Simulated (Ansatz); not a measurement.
1T (CdI2-type) SnSe₂ was calculated with r²SCAN (PAW; Ansatz, a quantum-chemistry and plane-wave program).

Run with plane-wave cutoff 600 eV, 12×12×6 k mesh (along the axes of the cell as run), finite displacements, scalar-relativistic PAW data made under PBE.

Computed at the level's own relaxed cell.

What does this level give for the high-frequency dielectric constant (mean over three axes) and dielectric constant ε0 (ions relaxed) (mean over three axes)?


- high-frequency dielectric constant (mean over three axes) = 8.18
- dielectric constant ε0 (ions relaxed) (mean over three axes) = 15.2

Note: the cell comes from a level without a dispersion term, which matters for the spacing of layers, chains or molecules; the cell has widely spaced layers and the level no dispersion term, so their spacing and the moduli can rest on weak binding.

Spin–orbit coupling is not included.

The result took around 70 core-minutes (rough).
